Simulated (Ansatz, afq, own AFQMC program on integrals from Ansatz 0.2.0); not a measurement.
**Where AFQMC and coupled cluster stand for Cl, doublet**

A free Cl atom.

Basis cc-pVDZ. Noble-gas cores (and the filled d shells of Ga–Kr and In–Xe) are frozen. AFQMC by an in-house program on the Cholesky factors that Ansatz 0.2.0 writes for its CCSD(T) run. ph-AFQMC/CISD is guided by a CISD state made of CCSD amplitudes; releasing the constraint for a short imaginary time cuts its bias at the price of noise, slowly where states lie close. Uncertainties: one standard error, sampling alone.

Determinant: UHF, the one that the program's search chose, which needn't be the lowest solution.

Full CI on the same integrals is exact in this basis and with this determinant's frozen core.

Cautions: the ph-AFQMC/HF walk drifts between its halves (2.2 errors); the ph-AFQMC/CISD walk drifts between its halves (2.3 errors).

The T1 diagnostic is 0.0049, the weight of the determinant in the CISD state is 0.950 and the ⟨S²⟩ of the determinant is 0.756. The size of the correlated space is 7 electrons in 13 orbitals.

```json
{"level": "MP2", "correlation energy (eV)": "-2.9877"}
{"level": "CCSD", "correlation energy (eV)": "-3.4447"}
{"level": "CCSD(T)", "correlation energy (eV)": "-3.4761"}
```

Estimate where full CI lies against CCSD(T) on the same integrals.

0.36 mEh below CCSD(T).

Reference: full CI, correlation energy -3.486 eV. The released energy is read at 2.40 1/Eh (meV from the phaseless value at times in 1/Eh: 0.2 ± 1.8 at 0.24, -2.9 ± 1.8 at 0.51, -3.5 ± 1.8 at 0.99, -6.9 ± 2.3 at 1.62, -7 ± 3 at 2.40).

```tsv
level	E − E(reference) (mEh)	share of correlation (%)
CCSD(T)	0.36	99.72
CCSDT	0.16	99.87
CCSDT(Q)	0.02	99.99
CCSDTQ	0.00	100.00
ph-AFQMC/HF	2.05 ± 0.80	98.40
ph-AFQMC/CISD	0.19 ± 0.07	99.85
released AFQMC	-0.07 ± 0.10	100.06
```

CCSDT and higher add their correlation energy to the determinant of the CCSD(T) run, since their own runs factorise the integrals more tightly (a shift of under 2 meV). A walk keeps the symmetry of its determinant, which the program's search chose and which needn't be the lowest solution, so a lower state of the same spin and another symmetry isn't excluded. Released energies are given only where the last usable release times agree within the noise; a slower fall can still hide under it.
